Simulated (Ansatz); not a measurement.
Abstraction of H: C2H4Si + SiH2(SH) → C2H3Si + SiH3(SH)

Species: C2H4Si (ethynylsilane) `C#C[SiH3]`, singlet; SiH2(SH), doublet; C2H3Si `C#C[SiH2]`, doublet; SiH3(SH) (sulfanylsilane), singlet. A radical takes H: the energy is the difference in strength between two Si–H bonds in different surroundings.

Shapes, held fixed at every level: PBE0-D4/def2-TZVP. Flexible molecules stand in one conformer, not always the lowest. Programs: Ansatz 0.2.0. The zero-point and thermal change to 298 K, harmonic and unscaled (PBE0-D4/def2-TZVP), is -0.6 kJ/mol.

| level | kind | ΔH(298 K) (kJ/mol) | less CCSD(T)/CBS estimate | CPU time (sum over the molecules) |
| --- | --- | --- | --- | --- |
| HF/def2-TZVPP | Hartree–Fock | +0.4 | -4.6 | – |
| PBE-D4/def2-TZVPP | GGA | +3.2 | -1.8 | 12 s |
| r2SCAN-D4/def2-TZVPP | meta-GGA | +1.4 | -3.6 | 23 s |
| BHLYP-D4/def2-TZVPP | global hybrid | +3.7 | -1.3 | 14 s |
| wB97M-V/def2-TZVPP | range-separated hybrid | +4.0 | -1.0 | 47 s |
| wB97X-V/def2-TZVPP | range-separated hybrid | +4.5 | -0.5 | 36 s |
| MP2/def2-SVP | perturbation theory | +20.0 | +15.0 | – |
| CCSD(T)/CBS estimate | coupled cluster or CI | +5.0 | 0.0 | 3 min |

The highest level, CCSD(T)/CBS estimate, gives ΔH(298 K) = +5.0 kJ/mol; the levels span +0.4 to +20.0. The column of differences is taken from that level and isn't an error. No measured value is set beside it here. Spin contamination: C2H3Si (⟨S²⟩ up to 0.85). Open shells run unrestricted unless RO is named. The CBS estimate extrapolates MP2 from def2-TZVPP and def2-QZVPP and adds CCSD(T) − MP2 in the triple-zeta set, cores frozen. Times are processor times on shared x86 and Arm servers, and rough.
